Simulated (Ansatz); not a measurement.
# Cadmium, hcp under LDA: testing the k-point mesh

How fine must the k-point mesh be for energy and pressure to settle? The geometry was relaxed under LDA beforehand and stays fixed; 7 values are run, from 2×2×1 to 18×18×8. Wanted are the values from which on the energy stays within 10 and 1 meV/atom, and the pressure within 0.5 GPa, of the last run. Within the series other settings stay, but some runs also write fields, which adds to their time. Spin polarisation is left out.

Program: Ansatz 0.2.0. Level of theory: DFT LDA, plane waves with PAW, scalar-relativistic. These are calculated values, not measurements.

### Step 1. The structure to begin with

The structure is hexagonal, space group P6_3/mmc (No. 194). The conventional cell has a = 2.882 Å, b = 2.882 Å, c = 5.638 Å, α = 90.00°, β = 90.00°, γ = 120.00°. Cd (site symmetry -6m2) has 12 Cd at 2.88 to 3.27 Å as nearest neighbours.

Structure file:

```cif
data_structure
_symmetry_space_group_name_H-M 'P6_3/mmc'
_symmetry_Int_Tables_number 194
_cell_length_a 2.8819
_cell_length_b 2.8819
_cell_length_c 5.6384
_cell_angle_alpha 90.000
_cell_angle_beta 90.000
_cell_angle_gamma 120.000
_cell_volume 40.55
loop_
_atom_site_label
_atom_site_type_symbol
_atom_site_symmetry_multiplicity
_atom_site_Wyckoff_symbol
_atom_site_fract_x
_atom_site_fract_y
_atom_site_fract_z
_atom_site_occupancy
Cd1 Cd 2 c 0.33333 0.66667 0.25000 1
```

### Step 2. Run at 2×2×1

The run at 2×2×1.

input.yaml reads:

```yaml
crystal:
  lattice:
    - [2.8818641727, 0.0, 0.0]
    - [-1.4409320863, 2.4957675838, 0.0]
    - [0.0, 0.0, 5.6383707528]
  atoms:
    - { symbol: Cd, position: [0.3333333333, 0.6666666667, 0.25] }
    - { symbol: Cd, position: [0.6666666667, 0.3333333333, 0.75] }
hamiltonian:
  xc: lda
  pseudopotentials:
    kind: paw
    azcp:
      Cd: "pseudopotentials/Cd.paw.azcp"
basis:
  ecutwfc: 420
  fft_grid_basis: typed
kpoints:
  mp_grid: { grid: [2, 2, 1], shift: [0, 0, 0] }
magnetization:
  spin_polarized: false
scf:
  occupations: { method: fermi_dirac, width: 0.1 }
  lower_state_search: "off"
output:
  stress: true
```

Command:

```bash
ansatz run input.yaml --threads 2 --pin off --max-ram 5120MiB --backend cpu --events-out ev --progress --plain --runs-dir out
```

### Step 3. Run at 3×3×2

The run at 3×3×2.

Changes to input.yaml since step 2:

```diff
@@ -18,3 +18,3 @@
 kpoints:
-  mp_grid: { grid: [2, 2, 1], shift: [0, 0, 0] }
+  mp_grid: { grid: [3, 3, 2], shift: [0, 0, 0] }
 magnetization:
```

### Step 4. Run at 5×5×2

The run at 5×5×2.

Changes to input.yaml since step 3:

```diff
@@ -18,3 +18,3 @@
 kpoints:
-  mp_grid: { grid: [3, 3, 2], shift: [0, 0, 0] }
+  mp_grid: { grid: [5, 5, 2], shift: [0, 0, 0] }
 magnetization:
@@ -26 +26,5 @@
   stress: true
+  write_density: true
+  write_potential: true
+  elf: true
+  volumetric_format: npy
```

### Step 5. Run at 6×6×3

The run at 6×6×3.

Changes to input.yaml since step 4:

```diff
@@ -18,3 +18,3 @@
 kpoints:
-  mp_grid: { grid: [5, 5, 2], shift: [0, 0, 0] }
+  mp_grid: { grid: [6, 6, 3], shift: [0, 0, 0] }
 magnetization:
@@ -26,5 +26 @@
   stress: true
-  write_density: true
-  write_potential: true
-  elf: true
-  volumetric_format: npy
```

### Step 6. Run at 8×8×4

The run at 8×8×4.

Changes to input.yaml since step 5:

```diff
@@ -18,3 +18,3 @@
 kpoints:
-  mp_grid: { grid: [6, 6, 3], shift: [0, 0, 0] }
+  mp_grid: { grid: [8, 8, 4], shift: [0, 0, 0] }
 magnetization:
```

### Step 7. Run at 10×10×5

The run at 10×10×5.

Changes to input.yaml since step 6:

```diff
@@ -18,3 +18,3 @@
 kpoints:
-  mp_grid: { grid: [8, 8, 4], shift: [0, 0, 0] }
+  mp_grid: { grid: [10, 10, 5], shift: [0, 0, 0] }
 magnetization:
```

### Step 8. Run at 18×18×8

The run at 18×18×8.

Changes to input.yaml since step 7:

```diff
@@ -18,3 +18,3 @@
 kpoints:
-  mp_grid: { grid: [10, 10, 5], shift: [0, 0, 0] }
+  mp_grid: { grid: [18, 18, 8], shift: [0, 0, 0] }
 magnetization:
```

(Steps that only read results are left out.)

Q: Predict the outcome of this session. Wanted: pressure at 18×18×8.

As calculated:

| quantity | value |
| --- | --- |
| E(σ → 0) stays within 10 meV/atom of 18×18×8 | from 10×10×5 on |
| E(σ → 0) stays within 1 meV/atom | not reached before 18×18×8 |
| pressure stays within 0.5 GPa | from 6×6×3 on |
| pressure at 18×18×8 | 0.03 GPa |
| CPU time, dearest over cheapest | 15 |
| energy of a separate run on a finer mesh (21×21×9) | +1.5 meV/atom from 18×18×8 |

The far end, 2×2×1, lies +940.7 meV/atom and +6.0 GPa from the yardstick. The energy has not settled to 1 meV/atom before the last mesh. Metals converge slowly, as the Fermi surface must be resolved. The yardstick itself is unsettled by 1.5 meV/atom against the finer mesh, so the thresholds above hold only within this series. The cell taken over is 6 % smaller than the measured one (21.59 Å³/atom, COD).
